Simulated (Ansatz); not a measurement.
H4O4 (SMILES OO.OO), closed shell: a trajectory.

in.yaml

```yaml
crystal:
  periodic: [false, false, false]
  atoms:
    - {symbol: O, position_ang: [0.667399, -0.469093, -1.835225]}
    - {symbol: O, position_ang: [-0.461019, -0.298909, -0.983058]}
    - {symbol: H, position_ang: [0.259069, -0.376726, -2.704597]}
    - {symbol: H, position_ang: [-0.255962, 0.539337, -0.534804]}
    - {symbol: O, position_ang: [0.056524, 0.896072, 1.440584]}
    - {symbol: O, position_ang: [0.327979, -0.475581, 1.725773]}
    - {symbol: H, position_ang: [-0.695344, 1.065418, 2.021246]}
    - {symbol: H, position_ang: [0.101454, -0.880518, 0.869882]}
basis:
  gaussian: {orbitals: STO-3G}
hamiltonian: {xc: {name: BLYP}, dispersion: d4}
md: {n_steps: 60, timestep: 0.75, temperature: 1000, ensemble: nve, seed: 177, initial_velocities: maxwell_boltzmann}
```

Run by:

```bash
ansatz run in.yaml --threads 4 --pin off --events-out ev --progress --plain --max-ram 9574MiB
```

The run's output (Ansatz 0.2.0):

```
Functional definition: BLYP
  name "BLYP"
  cite "Becke, Phys. Rev. A 38, 3098 (1988) doi:10.1103/PhysRevA.38.3098"
  cite "Lee, Yang & Parr, Phys. Rev. B 37, 785 (1988) doi:10.1103/PhysRevB.37.785"
  parameter beta = 0.0042
  parameter a = 0.04918
  parameter b = 0.132
  parameter c = 0.2533
  parameter d = 0.349
  exchange = b88_x(beta = beta)
  correlation = lyp_c(a = a, b = b, c = c, d = d)
364 factors; integrals over basis functions are off by at most 6.1e-6 eV
mean field evaluation 1: about -8130.1362 eV, gradient 1.1e1 eV
mean field evaluation 2: about -8130.5030 eV, gradient 7.3e0 eV
mean field evaluation 4: about -8130.6909 eV, gradient 9.8e-1 eV
mean field evaluation 8: about -8130.6245 eV, gradient 6.9e-3 eV
mean field -8130.62454908 eV, -298.7949410433 hartree, gradient 2.1e-5 eV, S^2 0.000000; 0 other end points of the search recorded, 0 dependent functions left out
the calculation of the forces begins
reference -8130.62476186 eV, -298.7949488631 hartree; 18, 18 occupied and 6, 6 virtual orbitals, 364 factors
md step     0: t =     0.00 fs  T =  1000.0 K  F+E_penalty+E_count = -8130.78228443 eV  E_kin = 0.775560 eV  conserved = -8130.00672443 eV  (22 SCF iters)
md step     1: t =     0.75 fs  T =  1606.8 K  F+E_penalty+E_count = -8131.28264736 eV  E_kin = 1.246164 eV  conserved = -8130.03648371 eV  (25 SCF iters, 3 dispersion substeps)
md step     2: t =     1.50 fs  T =  2019.7 K  F+E_penalty+E_count = -8131.60986778 eV  E_kin = 1.566382 eV  conserved = -8130.04348618 eV  (26 SCF iters, 3 dispersion substeps)
md step     3: t =     2.25 fs  T =  2006.3 K  F+E_penalty+E_count = -8131.58913692 eV  E_kin = 1.556032 eV  conserved = -8130.03310536 eV  (26 SCF iters, 3 dispersion substeps)
md step     4: t =     3.00 fs  T =  1683.4 K  F+E_penalty+E_count = -8131.32437816 eV  E_kin = 1.305561 eV  conserved = -8130.01881676 eV  (27 SCF iters, 3 dispersion substeps)
md step     5: t =     3.75 fs  T =  1287.4 K  F+E_penalty+E_count = -8131.00745492 eV  E_kin = 0.998475 eV  conserved = -8130.00897977 eV  (29 SCF iters, 3 dispersion substeps)
md step     6: t =     4.50 fs  T =  1001.0 K  F+E_penalty+E_count = -8130.78059745 eV  E_kin = 0.776338 eV  conserved = -8130.00425958 eV  (30 SCF iters, 3 dispersion substeps)
md step     7: t =     5.25 fs  T =   918.9 K  F+E_penalty+E_count = -8130.71602157 eV  E_kin = 0.712631 eV  conserved = -8130.00339019 eV  (30 SCF iters, 3 dispersion substeps)
md step     8: t =     6.00 fs  T =  1061.4 K  F+E_penalty+E_count = -8130.82904363 eV  E_kin = 0.823146 eV  conserved = -8130.00589785 eV  (30 SCF iters, 3 dispersion substeps)
md step     9: t =     6.75 fs  T =  1376.1 K  F+E_penalty+E_count = -8131.07986337 eV  E_kin = 1.067226 eV  conserved = -8130.01263694 eV  (30 SCF iters, 3 dispersion substeps)
md step    10: t =     7.50 fs  T =  1728.0 K  F+E_penalty+E_count = -8131.36390799 eV  E_kin = 1.340163 eV  conserved = -8130.02374450 eV  (28 SCF iters, 3 dispersion substeps)
md step    11: t =     8.25 fs  T =  1922.6 K  F+E_penalty+E_count = -8131.52439719 eV  E_kin = 1.491061 eV  conserved = -8130.03333610 eV  (28 SCF iters, 3 dispersion substeps)
md step    12: t =     9.00 fs  T =  1833.9 K  F+E_penalty+E_count = -8131.45158054 eV  E_kin = 1.422264 eV  conserved = -8130.02931672 eV  (28 SCF iters, 3 dispersion substeps)
md step    13: t =     9.75 fs  T =  1576.0 K  F+E_penalty+E_count = -8131.23752722 eV  E_kin = 1.222312 eV  conserved = -8130.01521478 eV  (28 SCF iters, 3 dispersion substeps)
md step    14: t =    10.50 fs  T =  1399.0 K  F+E_penalty+E_count = -8131.09999264 eV  E_kin = 1.085026 eV  conserved = -8130.01496687 eV  (27 SCF iters, 3 dispersion substeps)
md step    15: t =    11.25 fs  T =  1356.2 K  F+E_penalty+E_count = -8131.07368756 eV  E_kin = 1.051785 eV  conserved = -8130.02190226 eV  (24 SCF iters, 3 dispersion substeps)
md step    16: t =    12.00 fs  T =  1360.8 K  F+E_penalty+E_count = -8131.07504974 eV  E_kin = 1.055404 eV  conserved = -8130.01964539 eV  (27 SCF iters, 3 dispersion substeps)
md step    17: t =    12.75 fs  T =  1399.8 K  F+E_penalty+E_count = -8131.10528582 eV  E_kin = 1.085661 eV  conserved = -8130.01962435 eV  (27 SCF iters, 3 dispersion substeps)
md step    18: t =    13.50 fs  T =  1443.4 K  F+E_penalty+E_count = -8131.14238534 eV  E_kin = 1.119468 eV  conserved = -8130.02291770 eV  (30 SCF iters, 3 dispersion substeps)
md step    19: t =    14.25 fs  T =  1420.5 K  F+E_penalty+E_count = -8131.12332625 eV  E_kin = 1.101658 eV  conserved = -8130.02166829 eV  (29 SCF iters, 3 dispersion substeps)
md step    20: t =    15.00 fs  T =  1329.2 K  F+E_penalty+E_count = -8131.04721147 eV  E_kin = 1.030900 eV  conserved = -8130.01631113 eV  (30 SCF iters, 3 dispersion substeps)
md step    21: t =    15.75 fs  T =  1246.3 K  F+E_penalty+E_count = -8130.97813688 eV  E_kin = 0.966619 eV  conserved = -8130.01151813 eV  (30 SCF iters, 3 dispersion substeps)
md step    22: t =    16.50 fs  T =  1246.5 K  F+E_penalty+E_count = -8130.97783812 eV  E_kin = 0.966765 eV  conserved = -8130.01107286 eV  (30 SCF iters, 3 dispersion substeps)
md step    23: t =    17.25 fs  T =  1326.4 K  F+E_penalty+E_count = -8131.04549974 eV  E_kin = 1.028703 eV  conserved = -8130.01679721 eV  (30 SCF iters, 3 dispersion substeps)
md step    24: t =    18.00 fs  T =  1377.4 K  F+E_penalty+E_count = -8131.09451845 eV  E_kin = 1.068246 eV  conserved = -8130.02627291 eV  (30 SCF iters, 3 dispersion substeps)
md step    25: t =    18.75 fs  T =  1259.7 K  F+E_penalty+E_count = -8131.00424033 eV  E_kin = 0.976987 eV  conserved = -8130.02725361 eV  (31 SCF iters, 3 dispersion substeps)
md step    26: t =    19.50 fs  T =  1027.1 K  F+E_penalty+E_count = -8130.80425248 eV  E_kin = 0.796574 eV  conserved = -8130.00767829 eV  (31 SCF iters, 3 dispersion substeps)
md step    27: t =    20.25 fs  T =  1037.5 K  F+E_penalty+E_count = -8130.79762198 eV  E_kin = 0.804615 eV  conserved = -8129.99300728 eV  (31 SCF iters, 3 dispersion substeps)
md step    28: t =    21.00 fs  T =  1508.7 K  F+E_penalty+E_count = -8131.18353502 eV  E_kin = 1.170085 eV  conserved = -8130.01344956 eV  (30 SCF iters, 3 dispersion substeps)
md step    29: t =    21.75 fs  T =  2110.6 K  F+E_penalty+E_count = -8131.67537826 eV  E_kin = 1.636930 eV  conserved = -8130.03844823 eV  (30 SCF iters, 3 dispersion substeps)
md step    30: t =    22.50 fs  T =  2382.5 K  F+E_penalty+E_count = -8131.89061487 eV  E_kin = 1.847738 eV  conserved = -8130.04287695 eV  (30 SCF iters, 3 dispersion substeps)
md step    31: t =    23.25 fs  T =  2196.1 K  F+E_penalty+E_count = -8131.73606466 eV  E_kin = 1.703238 eV  conserved = -8130.03282656 eV  (28 SCF iters, 3 dispersion substeps)
md step    32: t =    24.00 fs  T =  1735.8 K  F+E_penalty+E_count = -8131.36263139 eV  E_kin = 1.346252 eV  conserved = -8130.01637928 eV  (25 SCF iters, 3 dispersion substeps)
md step    33: t =    24.75 fs  T =  1316.2 K  F+E_penalty+E_count = -8131.02579044 eV  E_kin = 1.020759 eV  conserved = -8130.00503179 eV  (29 SCF iters, 3 dispersion substeps)
md step    34: t =    25.50 fs  T =  1163.2 K  F+E_penalty+E_count = -8130.90661156 eV  E_kin = 0.902133 eV  conserved = -8130.00447837 eV  (29 SCF iters, 3 dispersion substeps)
md step    35: t =    26.25 fs  T =  1314.1 K  F+E_penalty+E_count = -8131.02743372 eV  E_kin = 1.019186 eV  conserved = -8130.00824822 eV  (30 SCF iters, 3 dispersion substeps)
md step    36: t =    27.00 fs  T =  1678.5 K  F+E_penalty+E_count = -8131.31973994 eV  E_kin = 1.301809 eV  conserved = -8130.01793133 eV  (28 SCF iters, 3 dispersion substeps)
md step    37: t =    27.75 fs  T =  2051.8 K  F+E_penalty+E_count = -8131.62315334 eV  E_kin = 1.591256 eV  conserved = -8130.03189759 eV  (27 SCF iters, 3 dispersion substeps)
md step    38: t =    28.50 fs  T =  2168.8 K  F+E_penalty+E_count = -8131.72261119 eV  E_kin = 1.682039 eV  conserved = -8130.04057265 eV  (27 SCF iters, 3 dispersion substeps)
md step    39: t =    29.25 fs  T =  1895.6 K  F+E_penalty+E_count = -8131.50159019 eV  E_kin = 1.470189 eV  conserved = -8130.03140073 eV  (26 SCF iters, 3 dispersion substeps)
md step    40: t =    30.00 fs  T =  1433.1 K  F+E_penalty+E_count = -8131.11841390 eV  E_kin = 1.111481 eV  conserved = -8130.00693306 eV  (26 SCF iters, 3 dispersion substeps)
md step    41: t =    30.75 fs  T =  1189.7 K  F+E_penalty+E_count = -8130.92351096 eV  E_kin = 0.922695 eV  conserved = -8130.00081628 eV  (26 SCF iters, 3 dispersion substeps)
md step    42: t =    31.50 fs  T =  1269.4 K  F+E_penalty+E_count = -8131.00268915 eV  E_kin = 0.984495 eV  conserved = -8130.01819411 eV  (27 SCF iters, 3 dispersion substeps)
md step    43: t =    32.25 fs  T =  1396.5 K  F+E_penalty+E_count = -8131.11033525 eV  E_kin = 1.083093 eV  conserved = -8130.02724203 eV  (27 SCF iters, 3 dispersion substeps)
md step    44: t =    33.00 fs  T =  1373.1 K  F+E_penalty+E_count = -8131.08634068 eV  E_kin = 1.064905 eV  conserved = -8130.02143534 eV  (28 SCF iters, 3 dispersion substeps)
md step    45: t =    33.75 fs  T =  1255.9 K  F+E_penalty+E_count = -8130.98669160 eV  E_kin = 0.974005 eV  conserved = -8130.01268645 eV  (29 SCF iters, 3 dispersion substeps)
md step    46: t =    34.50 fs  T =  1192.2 K  F+E_penalty+E_count = -8130.93254776 eV  E_kin = 0.924645 eV  conserved = -8130.00790276 eV  (29 SCF iters, 3 dispersion substeps)
md step    47: t =    35.25 fs  T =  1274.5 K  F+E_penalty+E_count = -8130.99666403 eV  E_kin = 0.988420 eV  conserved = -8130.00824411 eV  (30 SCF iters, 3 dispersion substeps)
md step    48: t =    36.00 fs  T =  1498.7 K  F+E_penalty+E_count = -8131.17613090 eV  E_kin = 1.162342 eV  conserved = -8130.01378848 eV  (30 SCF iters, 3 dispersion substeps)
md step    49: t =    36.75 fs  T =  1763.0 K  F+E_penalty+E_count = -8131.39209446 eV  E_kin = 1.367342 eV  conserved = -8130.02475224 eV  (29 SCF iters, 3 dispersion substeps)
md step    50: t =    37.50 fs  T =  1884.7 K  F+E_penalty+E_count = -8131.49805339 eV  E_kin = 1.461698 eV  conserved = -8130.03635562 eV  (24 SCF iters, 3 dispersion substeps)
md step    51: t =    38.25 fs  T =  1728.3 K  F+E_penalty+E_count = -8131.37238713 eV  E_kin = 1.340372 eV  conserved = -8130.03201547 eV  (27 SCF iters, 3 dispersion substeps)
md step    52: t =    39.00 fs  T =  1444.2 K  F+E_penalty+E_count = -8131.13535490 eV  E_kin = 1.120090 eV  conserved = -8130.01526474 eV  (27 SCF iters, 3 dispersion substeps)
md step    53: t =    39.75 fs  T =  1308.1 K  F+E_penalty+E_count = -8131.03715454 eV  E_kin = 1.014510 eV  conserved = -8130.02264482 eV  (28 SCF iters, 3 dispersion substeps)
md step    54: t =    40.50 fs  T =  1319.2 K  F+E_penalty+E_count = -8131.04319948 eV  E_kin = 1.023081 eV  conserved = -8130.02011816 eV  (29 SCF iters, 3 dispersion substeps)
md step    55: t =    41.25 fs  T =  1470.8 K  F+E_penalty+E_count = -8131.15892853 eV  E_kin = 1.140712 eV  conserved = -8130.01821692 eV  (28 SCF iters, 3 dispersion substeps)
md step    56: t =    42.00 fs  T =  1683.4 K  F+E_penalty+E_count = -8131.34142849 eV  E_kin = 1.305605 eV  conserved = -8130.03582358 eV  (28 SCF iters, 3 dispersion substeps)
md step    57: t =    42.75 fs  T =  1648.1 K  F+E_penalty+E_count = -8131.31576509 eV  E_kin = 1.278168 eV  conserved = -8130.03759731 eV  (28 SCF iters, 3 dispersion substeps)
md step    58: t =    43.50 fs  T =  1269.3 K  F+E_penalty+E_count = -8131.00761391 eV  E_kin = 0.984411 eV  conserved = -8130.02320260 eV  (30 SCF iters, 3 dispersion substeps)
md step    59: t =    44.25 fs  T =   755.8 K  F+E_penalty+E_count = -8130.59535685 eV  E_kin = 0.586158 eV  conserved = -8130.00919838 eV  (29 SCF iters, 3 dispersion substeps)
md step    60: t =    45.00 fs  T =   363.1 K  F+E_penalty+E_count = -8130.28318891 eV  E_kin = 0.281608 eV  conserved = -8130.00158061 eV  (20 SCF iters, 3 dispersion substeps)
Total energy: -8130.28338776 eV, -298.7824035960 hartree
Atom 0 at     0.615850    -0.248790    -1.875112 Å, force    -3.279703     0.648551     0.208047 eV/Å
Atom 1 at    -0.266260    -0.498816    -0.591188 Å, force     0.278003     1.885627    -3.190543 eV/Å
Atom 2 at    -0.260231     0.251191    -2.469078 Å, force     2.517449    -1.438666     1.455825 eV/Å
Atom 3 at    -0.036736     0.724449    -0.028258 Å, force    -1.100045    -3.625291    -1.530971 eV/Å
Atom 4 at     0.189061     0.901315     1.095225 Å, force    -2.612791     1.505390     6.157229 eV/Å
Atom 5 at     0.078211    -0.561840     1.722914 Å, force     0.605256     1.448932    -2.359461 eV/Å
Atom 6 at    -0.814117     1.295945     1.575424 Å, force     3.143649    -0.763053    -1.746250 eV/Å
Atom 7 at     0.107964    -0.961916     0.513875 Å, force     0.448182     0.338511     1.006125 eV/Å
Dipole moment:    -0.311539     0.447434     0.005086 e Å

[the SCF lines of later steps are left out]
```

The lines “mean field evaluation” count trial sets of orbitals through the whole run, from several starts and some on an approximate energy, so they need not fall steadily or lie above the final value.

Hardware: 4 CPU threads of an Arm Neoverse V2, shared host. Wall time about 15 s.
